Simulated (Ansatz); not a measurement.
Reaction (SMILES): FOF → F atom + F[O] (O-F)
B3LYP-D3(BJ)/def2-TZVP geometries, fixed; electronic energies without zero-point terms.

Core correlation in the bond dissociation energy at MP2 with Ansatz (a program for electronic structure), in kcal/mol: frozen core against all electrons. A restricted Hartree-Fock determinant is unstable towards unrestricted orbitals. Open shells are unrestricted.

```tsv
basis	functions, most	frozen core
cc-pVDZ	42	35.83
cc-pCVDZ	54	36.14
cc-pVTZ	90	45.34
cc-pwCVTZ	129	45.58
cc-pCVTZ	129	45.54
cc-pVQZ	165	47.72
cc-pCVQZ	252	47.71
cc-pwCVQZ	252	47.74
```

How large is the core term in each set?

The largest core-valence set, cc-pwCVQZ, gives a core term of -0.07 kcal/mol; the valence set cc-pVQZ, which lacks functions for the core, gives 0.27. By row: cc-pVDZ 0.17, cc-pCVDZ 0.17, cc-pVTZ 0.59, cc-pwCVTZ -0.04, cc-pCVTZ -0.01, cc-pVQZ 0.27, cc-pCVQZ -0.06, cc-pwCVQZ -0.07.
